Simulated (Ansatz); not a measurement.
## Worked example: correlation energy of H2B–O, doublet

Geometry: a PBE0/def2-TZVP stationary point for this spin, not checked as a minimum.

```yaml
atoms:
  - { symbol: B, position_ang: [0.0000, 0.0000, 0.6689] }
  - { symbol: O, position_ang: [0.0000, 0.0000, -0.6123] }
  - { symbol: H, position_ang: [0.0000, 1.0503, 1.2721] }
  - { symbol: H, position_ang: [0.0000, -1.0503, 1.2721] }
```

Basis cc-pVDZ; Ansatz 0.2.0. Only valence electrons are correlated (noble-gas cores frozen), which leaves 11 electrons in 36 orbitals. Prefix R: restricted or restricted open-shell reference; prefix U: unrestricted.

Full CI isn't at hand for all of this; UCCSDT(Q) serves as the reference, and is uncertain by the last step of the cluster series or more.

UCCSD has a T1 diagnostic of 0.040 and a largest doubles amplitude of 0.06.

Runs differ by some tens of microhartree through their thresholds and, for an open shell, their frozen cores, so steps under 0.03 kcal/mol mean nothing.

| level | total energy (hartree) |
| --- | --- |
| UHF | -100.707072 |
| UMP2 | -100.938753 |
| UCCSD | -100.971767 |
| UCCSD(T) | -100.978422 |
| UCCSDT | -100.979560 |
| UCCSDT(Q) | -100.980210 |

Task: What is the correlation energy at UCCSDT(Q), and what share of it do UMP2 and UCCSD(T) recover?

Result: E(corr) = -100.980210 − (-100.707072) = -0.273138 hartree = -7.432 eV. UMP2: -0.231681 / -0.273138 = 84.82 %. UCCSD(T): -0.271350 / -0.273138 = 99.35 %.

Task: By how many kcal/mol does UCCSD(T) miss UCCSDT(Q) (1 hartree = 627.509 kcal/mol), and which steps make up the rest?

Result: -100.978422 − (-100.980210) = 0.001788 hartree = 1.12 kcal/mol. Steps: UCCSDT − UCCSD(T) = -0.71, UCCSDT(Q) − UCCSDT = -0.41 kcal/mol. Differences between like states or geometries often cancel part of this.
